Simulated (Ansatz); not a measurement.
Species: CH4N, charge 0, multiplicity 2. SMILES: C[NH]
Geometry from a B3LYP-D3(BJ)/def2-TZVP (Ansatz, a first-principles code) optimisation:
```xyz
6

C      0.0571     0.6220     0.0514
N     -0.0053    -0.8134     0.0521
H     -0.9486     1.0689     0.0351
H     -0.5105    -1.0936    -0.7957
H      0.5859     0.9841     0.9335
H      0.5674     1.0026    -0.8464
```
Charge 0, spin multiplicity 2.

Quantity: size of the dipole moment, in D. Conventions: LANL2DZ all-electron up to Ne; no spin-orbit coupling; no dispersion term unless named; open shells spin-unrestricted; 6-311+G** with 5d; non-relativistic; six Cartesian d functions in 6-31G* and its kin unless marked 5d. First-principles rows: single points at B3LYP-D3(BJ) geometries (Ansatz).

| level | program | size of the dipole moment (D) |
|---|---|---|
| B3LYP/STO-3G | Ansatz | 1.80 |
| B3LYP/3-21G | Ansatz | 2.11 |
| B3LYP/LANL2DZ | Ansatz | 2.46 |
| B3LYP/6-31G | Ansatz | 2.29 |
| B3LYP/6-31G* | Ansatz | 2.00 |
| B3LYP/6-31+G* | Ansatz | 2.26 |
| B3LYP/6-31G** | Ansatz | 1.98 |
| B3LYP/def2-SVP | Ansatz | 1.94 |
| B3LYP/cc-pVDZ | Ansatz | 1.82 |
| B3LYP/6-311+G** | Ansatz | 2.20 |

No value to compare with is used here. The 10 habitual levels span 1.80 (B3LYP/STO-3G) to 2.46 D (B3LYP/LANL2DZ).

The sets are all those run for this method; runs whose electronic state is in doubt are left out.
